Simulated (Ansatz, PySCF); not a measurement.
System: CH$_{2}$O$_{2}$, charge 0, singlet. CH2O2 (SMILES O=CO).
B3LYP-D3(BJ)/def2-TZVP minimum from Ansatz (a quantum-chemistry and plane-wave program):
```xyz
5

O     -1.0316    -0.4355    -0.0191
C      0.0042     0.4206     0.0039
O      1.1586     0.1057     0.0179
H     -0.6697    -1.3375    -0.0221
H     -0.3712     1.4518     0.0079
```
Charge 0, spin multiplicity 1.

Total energies in hartree (Ansatz). UHF or UKS for unpaired electrons; spin-orbit terms are left out. Correlated methods leave the cores frozen. No relativity. Where a partner has so few electrons that a lower coupled-cluster level is exact, that level stands in.

```csv
species,HF/cc-pVTZ,CCSD(T)/cc-pVTZ,HF/cc-pVQZ,CCSD(T)/cc-pVQZ,CCSD(T)/cc-pVDZ,CCSDT(Q)/cc-pVDZ
1: CH2O2 (SMILES O=CO),-188.84121,-189.50180,-188.85603,-189.56158,-189.30834,-189.31046
2: O (triplet),-74.81176,-74.97396,-74.81729,-74.99357,-74.90995,-74.91013
3: C (triplet),-37.69157,-37.78076,-37.69331,-37.78654,-37.76038,-37.76071
4: H (doublet),-0.49981,-0.49981,-0.49995,-0.49995,-0.49928,-0.49928
```

### Question
Work out the enthalpy of formation at 298 K (by atomisation, with ideal-gas terms from PySCF's Hessian at B3LYP-D3(BJ)/def2-TZVP and the atoms' measured values of the G2/97 table; no spin-orbit terms) in kJ/mol: take Hartree-Fock from cc-pVQZ, extrapolate the CCSD(T) correlation energy as X^-3 (X = 3, 4), and add CCSDT(Q) - CCSD(T) in cc-pVDZ. The further terms named in the bracket sum to +0.65427 hartree. 1 hartree = 2625.5 kJ/mol.

### Answer

Species 1: correlation (64·(-0.70555) - 27·(-0.66059))/37 = -0.73836; step -0.00212; E1 = -188.85603 + (-0.73836) + (-0.00212) = -189.59651
Species 2: correlation (64·(-0.17628) - 27·(-0.16220))/37 = -0.18655; step -0.00018; E2 = -74.81729 + (-0.18655) + (-0.00018) = -75.00402
Species 3: correlation (64·(-0.09323) - 27·(-0.08919))/37 = -0.09618; step -0.00033; E3 = -37.69331 + (-0.09618) + (-0.00033) = -37.78982
Species 4: correlation (64·(0.00000) - 27·(0.00000))/37 = 0.00000; step +0.00000; E4 = -0.49995 + (0.00000) + (+0.00000) = -0.49995
+1·E1 -2·E2 -1·E3 -2·E4 +0.65427 = -0.14448 hartree = -379.3 kJ/mol. Measured: -90.5 kcal/mol, -378.7 kJ/mol (G2/97 table in ASE (Curtiss et al.)); atomic spin-orbit terms, which the calculations lack, would raise the computed values. The composite differs from it by -0.7 kJ/mol; core, relativistic and spin-orbit terms are not in it.
